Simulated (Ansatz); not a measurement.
Run this with Ansatz 0.2.0 through its Python package and show what comes out.

`relaxed_scan_c3h2.py`
```python
"""Relaxed scan of one distance in C3H2."""

import warnings

import ansatz as az
import numpy as np

BASIS = "def2-SVP"
XC = "HF"

warnings.simplefilter("ignore", az.DeckWarning)

geometry_ang = [
    ("C", [-0.8599, -0.7522, -0.9905]),
    ("C", [0.1293, -0.1198, -0.1176]),
    ("C", [0.9444, 0.401, 0.6015]),
    ("H", [-1.8739, -0.3874, -0.7264]),
    ("H", [1.6601, 0.8584, 1.233]),
]
geometry = az.Crystal.molecule()
for symbol, xyz in geometry_ang:
    geometry = geometry.atom(symbol, xyz)

job = (
    geometry.calculation()
    .basis(gaussian=BASIS)
    .functional(XC)
    .spin("collinear", total=2)
)
symbols = [site.symbol for site in geometry.cartesian_sites]
pairs = [(0, 1), (0, 3), (1, 2), (2, 4)]
print("held (A)   E (eV)        ", "  ".join(f"{symbols[i]}{i}-{symbols[j]}{j}" for i, j in pairs))
for length in [0.97, 1.06, 1.14, 1.27, 1.43]:
    r = job.relax(constraints=[az.DistanceConstraint((2, 4), at=length)], force_tolerance=0.02, max_steps=60).run(threads=1, pin="off").report
    xyz = np.array(r["positions_ang"])
    print(f"{length:6.2f} {r['free_energy_ev']:14.5f}  ", "  ".join(f"{np.linalg.norm(xyz[i] - xyz[j]):.3f}" for i, j in pairs))
```

```console
$ python relaxed_scan_c3h2.py
held (A)   E (eV)         C0-C1  C0-H3  C1-C2  C2-H4
  0.97    -3116.73410   1.310  1.073  1.268  0.970
  1.06    -3116.97225   1.304  1.072  1.278  1.060
  1.14    -3116.89806   1.288  1.071  1.300  1.140
  1.27    -3116.41491   1.280  1.070  1.309  1.270
  1.43    -3115.54914   1.262  1.066  1.323  1.430
```

Reading the output:
- Total energies depend on the basis set; only differences at equal settings carry meaning.
- The energies are electronic: no zero-point or thermal terms, and the basis set is short of its limit.
- The run takes the species as open-shell (spin multiplicity 3), which needn't be its ground state.
- The expectation value of S² is noticeably off S(S+1) in at least one run, so that state is spin-contaminated.
- The script silences the warnings on its input, which a real study should read.
- Hardware and time: 31 s on 1 thread of Arm Neoverse V1, with other jobs on the host, peak memory 0.17 GiB.
